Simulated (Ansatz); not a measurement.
# Ba3TiO5 (I4/mcm)

Theory: Ansatz, DFT PBEsol, scalar-relativistic, plane waves, PAW.

Plane waves to 420 eV, a k mesh through Γ of 6×6×6 on the computed 18-atom cell and Gaussian smearing (0.02 eV); no spin polarisation.

The structure is relaxed at this level of theory with its symmetry kept. Whether it is the stable form of this composition wasn't checked.

Space group I4/mcm (No. 140). a = 7.223 Å, b = 7.223 Å, c = 11.812 Å, α = 90.00°, β = 90.00°, γ = 90.00°
| atom | site | symmetry | x | y | z |
| --- | --- | --- | --- | --- | --- |
| Ba | 4a | 422 | 0.0000 | 0.0000 | 0.2500 |
| Ba | 8h | m.2m | 0.6790 | 0.1790 | 0.0000 |
| Ti | 4b | -42m | 0.0000 | 0.5000 | 0.2500 |
| O | 16l | ..m | 0.1406 | 0.6406 | 0.1569 |
| O | 4c | 4/m.. | 0.0000 | 0.0000 | 0.0000 |

Question: Formation energy from the elements' standard states (uncorrected)?

Answer: -2.989 eV/atom.

Question: Kohn–Sham band gap?

Answer: 2.71 eV, indirect from Γ to M.

Question: Löwdin character of the top 1 eV of the valence band?

Answer: O 2p 89 %, unprojected 6 %.

Question: Electron masses at the edge by Cartesian direction of the standard setting (m_e; degenerate bands sorted by energy; no spin-orbit coupling)?

Answer: x: 1.3; y: 1.3; z: 1.4.

Question: Hole masses at the edge by Cartesian direction of the standard setting (m_e; degenerate bands sorted by energy; no spin-orbit coupling)?

Answer: x: 0.80, 0.79; y: 0.80, 0.79; z: over 30, over 30.

Question: Bulk modulus?

Answer: 75 GPa.

Question: Its pressure derivative?

Answer: 4.9.

Question: Electronic dielectric constant xx, yy, zz of the standard setting (independent particles)?

Answer: 4.6, 4.6, 4.7.

Spin-orbit coupling is left out, which matters for the bands of heavy elements.

A ferromagnetic start lost its moments in a first run, so spin was left out; other magnetic orders weren't tried.

Cost: 12 runs of about 75 core-minutes in all, on Oxide Virtual Turin-like Processor (Zen 5) (shared hosts).